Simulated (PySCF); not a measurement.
Ionisation energies (eV) were calculated with PySCF 2.14 by LDA, PBE, UHF, in another order, as differences of total energies without spin-orbit coupling. The measured values are between term centres (NIST).

```tsv
species	measured	A	B	C
O (aug-cc-pCVTZ-DK with one added diffuse shell each of s, p, d, f type, spin-free X2C)	13.608	13.999	12.020	14.058
Ne (aug-cc-pCVTZ-DK with one added diffuse shell each of s, p, d, f type, spin-free X2C)	21.597	22.194	19.665	21.661
Si (aug-cc-pCVTZ-DK with one added diffuse shell each of s, p, d, f type, spin-free X2C)	8.157	8.224	7.627	8.187
Si⁺ (aug-cc-pCVTZ-DK with one added diffuse shell each of s, p, d, f type, spin-free X2C)	16.322	16.343	15.818	16.389
Cl⁺ (aug-cc-pCVTZ-DK with one added diffuse shell each of s, p, d, f type, spin-free X2C)	23.771	23.960	22.573	23.841
Cr (aug-cc-pwCVTZ-DK with one added diffuse shell each of s, p, d, f, g type, spin-free X2C)	6.767	7.591	6.004	7.388
Cu (aug-cc-pwCVTZ-DK with one added diffuse shell each of s, p, d, f, g type, spin-free X2C)	7.726	8.631	6.583	8.381
Ba (aug-cc-pwCVTZ-X2C with one added diffuse shell each of s, p, d, f type, spin-free X2C)	5.212	5.376	4.271	5.204
```

**Question.** Which column is which method?

**Answer.** A is LDA (mean error 0.39 eV); B is UHF (mean error -1.07 eV); C is PBE (mean error 0.24 eV). LDA overbinds the outer electron and comes out highest. Hartree-Fock lacks the correlation of the electron removed and comes out lowest. PBE, with gradient corrections, lies close to experiment on average, with errors of both signs.
